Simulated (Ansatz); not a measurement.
**Which is lower?**

Two relaxed structures of CHNaS, closed shell (PBE0-D4/def2-TZVP; forces vanish, vibrations not checked).

A:

```xyz
4
angstrom
Na 1.5219 -0.4853 1.8329
C -0.0608 0.2707 -0.0639
S -0.8548 1.1552 -1.0095
H 2.7431 -0.2644 3.3013
```

B:

```xyz
4
angstrom
Na 1.2261 -0.1339 1.5003
C -0.1956 -0.3889 -0.2495
S -0.1815 1.2702 -0.1914
H -0.8490 -0.7474 -1.0595
```

Program: Ansatz 0.2.0. Basis: def2-TZVPP. Cores are frozen in the correlated methods. The outer core shell of Li, Na, Mg and K is correlated. The def2 sets are not built for correlating such inner shells, so the correlated values are less sure here. B3LYP uses VWN-RPA correlation.

(1) Which structure is lower at CCSD(T), and by how much? (An estimate is asked for; the value comes from the calculation.)

T1 diagnostic: at most 0.020. The restricted Hartree–Fock reference is unstable towards an unrestricted one at one or more of these structures.

## Answers

(1) The calculation gives: B, by 41.57 kcal/mol (electronic energy, against the other). By their contacts, A is CHNaS ([NaH][C][S]) and B is CHNaS ([CH]1[Na][S]1).

All methods give the same order:

```csv
method,E(B) − E(A) (kcal/mol)
PBE-D4,-41.84
r2SCAN-D4,-45.17
PBE0-D4,-47.90
B3LYP-D4,-41.94
wB97M-V,-42.94
HF,-42.12
MP2,-42.84
CCSD,-42.71
CCSD(T),-41.57
```

Labels in which every atom is bracketed show which atoms are joined, not bond orders.

For scale, one of the runs: CCSD(T)/def2-TZVPP, 119 basis functions, launched by `ansatz run in.yaml --threads 2 --pin off --events-out ev --progress --plain --max-ram 4352MiB`. The run took about 8.5 s on 2 CPU threads of an Arm Neoverse V2 (shared host).
